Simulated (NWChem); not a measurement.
System: DMSO (C2H6OS); SMILES O=S(C)C

Results from NWChem. All runs use the structure optimised with PBE-D3(BJ)/def2-SVP. Ions are spin-unrestricted doublets at the neutral geometry; other ion states weren't tried.

**Question.** Among these, which level gives the lowest value of “vertical ionisation energy, ΔSCF (eV)”?
A. Hartree-Fock/def2-SVP
B. Hartree-Fock/STO-3G
C. Hartree-Fock/def2-TZVP
D. Hartree-Fock/def2-SVPD

**Answer.** B, Hartree-Fock/STO-3G. Values: Hartree-Fock/STO-3G 2.64; Hartree-Fock/def2-SVP 7.49; Hartree-Fock/def2-TZVP 7.63; Hartree-Fock/def2-SVPD 7.69
